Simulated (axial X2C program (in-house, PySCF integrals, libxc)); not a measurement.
**Linear BOH⁺ at several levels**

How do method and spin–orbit coupling move the bonds and stretches of BOH⁺, held linear?

Computed with an in-house X2C program for linear molecules on PySCF integrals. Level: all-electron X2C, two-component (2c) or spin-free, B dyall-v3z, O dyall-av3z, H dyall-v3z.

All values are calculated.

1 further run of the same task is left out (set aside as unsound or not needed).

### 1 Set-up

Input file task.json:

```json
{"zs": [5, 8, 1], "q": 1, "bas": ["dyall-v3z", "dyall-av3z", "dyall-v3z"], "r0": [1.48, 0.96], "symm": 0, "scan": ["PBE0", "HF", "B3LYP"], "levels": ["PBE0", "HF", "B3LYP"], "nst": 2}
```

Keys: zs atomic numbers; q charge; bas basis sets; r0 starting distance in Å; symm equal bonds; scan levels of the two-bond scan (MP2 follows by itself at each HF point); levels methods; nst determinants followed.

The run is started by

```
> python solin.py task.json out
```

Masses B 11.009, O 15.995, H 1.008 u.

### 2 Scan at PBE0, 2c

State: Ω = 1/2 (beyond evenly filled blocks: ω = 1/2). Energies above the lowest point, from the job's result record:

| r(B–O) (Å) | r(O–H) (Å) | E (meV) |
| --- | --- | --- |
| 1.1827 | 0.9448 | 52.08 |
| 1.1827 | 0.9690 | 38.84 |
| 1.1827 | 0.9932 | 54.43 |
| 1.2130 | 0.9448 | 13.49 |
| 1.2130 | 0.9690 | 0.00 |
| 1.2130 | 0.9932 | 15.37 |
| 1.2130 | 1.0174 | 55.06 |
| 1.2433 | 0.9448 | 53.00 |
| 1.2433 | 0.9690 | 39.21 |
| 1.2433 | 0.9932 | 54.31 |
| 1.2737 | 0.9690 | 143.57 |
| 1.2737 | 1.0174 | 197.48 |

A quadratic surface with cubic terms in each bond gives the minimum at 1.212 and 0.968 Å, force constants 13.7, 7.97 and coupling -0.06 mdyn/Å.

### 3 Scan at HF, 2c

State: Ω = 1/2 (beyond evenly filled blocks: ω = 1/2). Energies above the lowest point, from the job's result record:

| r(B–O) (Å) | r(O–H) (Å) | E (meV) |
| --- | --- | --- |
| 1.1827 | 0.9448 | 9.28 |
| 1.1827 | 0.9690 | 17.72 |
| 1.1827 | 0.9932 | 54.91 |
| 1.2130 | 0.9448 | 0.00 |
| 1.2130 | 0.9690 | 8.31 |
| 1.2130 | 0.9932 | 45.40 |
| 1.2130 | 1.0174 | 106.69 |
| 1.2433 | 0.9448 | 70.16 |
| 1.2433 | 0.9690 | 78.29 |
| 1.2433 | 0.9932 | 115.24 |
| 1.2737 | 0.9690 | 214.75 |
| 1.2737 | 1.0174 | 312.49 |

A quadratic surface with cubic terms in each bond gives the minimum at 1.201 and 0.950 Å, force constants 14.8, 8.84 and coupling -0.03 mdyn/Å.

### 4 Scan at B3LYP, 2c

State: Ω = 1/2 (beyond evenly filled blocks: ω = 1/2). Energies above the lowest point, from the job's result record:

| r(B–O) (Å) | r(O–H) (Å) | E (meV) |
| --- | --- | --- |
| 1.1827 | 0.9448 | 58.87 |
| 1.1827 | 0.9690 | 42.47 |
| 1.1827 | 0.9932 | 54.71 |
| 1.2130 | 0.9448 | 16.64 |
| 1.2130 | 0.9690 | 0.00 |
| 1.2130 | 0.9932 | 12.03 |
| 1.2130 | 1.0174 | 48.21 |
| 1.2433 | 0.9448 | 51.94 |
| 1.2433 | 0.9690 | 35.01 |
| 1.2433 | 0.9932 | 46.77 |
| 1.2737 | 0.9690 | 134.64 |
| 1.2737 | 1.0174 | 181.72 |

A quadratic surface with cubic terms in each bond gives the minimum at 1.214 and 0.970 Å, force constants 13.5, 7.77 and coupling -0.06 mdyn/Å.

### 5 Comparison

| level | r(B–O) (Å) | r(O–H) (Å) | lower stretch (cm⁻¹) | upper stretch (cm⁻¹) |
| --- | --- | --- | --- | --- |
| PBE0, 2c | 1.212 | 0.968 | 1856.3 | 3793.3 |
| HF, 2c | 1.201 | 0.950 | 1930.3 | 3993.5 |
| B3LYP, 2c | 1.214 | 0.970 | 1841.3 | 3747.2 |
| MP2, 2c | 1.219 | 0.970 | 1832.9 | 3758.9 |
| PBE0, spin-free | 1.212 | 0.968 | 1856.2 | 3792.9 |
| HF, spin-free | 1.201 | 0.950 | 1930.1 | 3993.2 |
| B3LYP, spin-free | 1.214 | 0.970 | 1841.2 | 3746.8 |
| MP2, spin-free | 1.219 | 0.970 | 1832.8 | 3758.6 |

Scans not shown above were run alike.

In words: Over the levels the B–O bond spans 1.201 to 1.219 Å and the O–H bond 0.950 to 0.970 Å. At PBE0 spin–orbit coupling leaves both bonds unchanged to 0.001 Å. Each state is one determinant, the lowest of a limited PBE0 search; the stretches come from a fit to few points and are good to some per cent at best. MP2 freezes inner shells (threshold -2 hartree). The molecule was held linear; bending was not examined, so a bent shape may lie lower.
